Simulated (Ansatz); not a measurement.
Grey tin (α-Sn), treated with BLYP (Ansatz, a first-principles code, plane waves, PAW).

Run with plane-wave cutoff 520 eV, 20×20×20 k mesh, Fermi–Dirac smearing 0.05 eV, scalar-relativistic PAW data made under PBE.

Cell (relaxed at this level):

```xyz
2
Lattice="0.0000 3.4063 3.4063 3.4063 0.0000 3.4063 3.4063 3.4063 0.0000" Properties=species:S:1:pos:R:3 pbc="T T T"
Sn     3.4063     3.4063     3.4063
Sn     5.1094     5.1094     5.1094
```

Problem. Predict the elastic constant C11, Voigt–Reuss–Hill bulk modulus, polycrystal shear modulus (Hill average), elastic constant C44 and elastic constant C12.

Solution. 
- elastic constant C11 = 45.6 GPa
- Voigt–Reuss–Hill bulk modulus = 28.1 GPa
- polycrystal shear modulus (Hill average) = 17.9 GPa
- elastic constant C44 = 22.0 GPa
- elastic constant C12 = 19.4 GPa

Measured, for comparison: elastic constant C11 69 GPa, elastic constant C44 36.2 GPa, elastic constant C12 29.3 GPa (low temperature, zero-point motion not removed; as tabulated in Tanner et al. (2021), arXiv:2110.11888). Computed (rounded) less measured: elastic constant C11 -34 %, elastic constant C44 -39 %, elastic constant C12 -34 %.

Note: the solid has no gap at this level, which affects its response.

Elastic constants are with the ions relaxed.

Spin–orbit coupling is not included.

Computed values are for the static lattice.

The result took roughly 29 core-minutes.
